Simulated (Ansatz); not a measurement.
C3H4, singlet: CASSCF and its corrections

Calculated in Ansatz's Gaussian-basis code; NEVPT3, NEVPT4(SD), MRCISD by development code. Basis cc-pVTZ, nonrelativistic, 3 orbitals frozen in the corrections. State-specific CASSCF; RHF is the lowest restricted (open-shell) Hartree–Fock solution met. Letters tell apart solutions met in one space. On stretched bonds single-reference methods can fail or change state. No symmetry is imposed, so a solution can break that of the shape. Lower solutions, or ones in other orbitals, may exist.

Geometry:

```xyz
7

C     0.0000    0.2543   -1.0808
C     0.0000    0.3705    1.0696
C     0.0000   -0.5746    0.1753
H     0.9124    0.3355   -1.6733
H    -0.9124    0.3355   -1.6733
H     0.0000    0.6776    2.1033
H     0.0000   -1.6497    0.2584
```

CASSCF less RHF, in eV, and natural occupations:

```json
{"CAS": "(4,4) a", "CASSCF": "-2.579", "occupations": "1.92, 1.70, 0.30, 0.08"}
{"CAS": "(4,4) b", "CASSCF": "-2.205", "occupations": "1.98, 1.69, 0.31, 0.02"}
```

Task: What totals less RHF do the corrections give on each solution?

Result: 

```
    CAS  SC-NEVPT2  FIC-NEVPT2   NEVPT3  NEVPT4(SD)   MRCISD
(4,4) a    -13.983     -13.994  -14.797     -15.175  -13.636
(4,4) b    -13.773     -13.835  -14.624     -15.100  -13.437
```

Task: In CAS(4,4), is the solution lowest in CASSCF also lowest after SC-NEVPT2?

Result: Yes: (4,4) a stays lowest, 0.21 eV under the next.

Task: How do single-reference totals in the same basis and frozen core stand against SC-NEVPT2 in CAS(4,4) a?

Result: CCSD(T) -1.358 eV. Coupled cluster stands on the determinant that it favours, which can lie over the RHF solution above, and is in doubt where the occupations are far from 0, 1 and 2.

Task: Roughly how much CPU time does a whole run from the default start take (median of such runs, summed over threads; nearly all runs on one pinned thread of a shared server, mostly Xeon at 2.3 to 2.6 GHz, by a development driver)?

Result: CAS(4,4) a: about 5.3 s. Other jobs ran beside these, and the count of passes differs.
